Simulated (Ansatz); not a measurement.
We consider rock-salt HfC, described by PBEsol in Ansatz (PAW).

Settings: plane-wave cutoff 560 eV, 16×16×16 k mesh, Fermi–Dirac smearing 0.1 eV, perturbation theory, scalar-relativistic PAW data made under PBE.

The cell has the measured lattice parameters. Conventional cell: a = 4.6400 Å, b = 4.6400 Å, c = 4.6400 Å, α = 90.00°, β = 90.00°, γ = 90.00°.

Harmonic phonon frequencies (cm⁻¹; i marks an imaginary mode):

| q point | frequencies |
|---|---|
| Γ | … |
| X | … |
| U | … |
| L | … |
| W | 174 174 177 546 546 610 |

Some entries are withheld; supply them.


- Γ, frequencies: 0 0 0 434 434 434
- X, frequencies: 149 149 190 488 488 568
- U, frequencies: 147 182 187 520 566 597
- L, frequencies: 131 131 236 542 542 680

No imaginary mode appears at these points.

Note: the cell isn't this level's own, so it is under some stress, which shifts stiffness and frequencies.

Ansatz is a first-principles code.
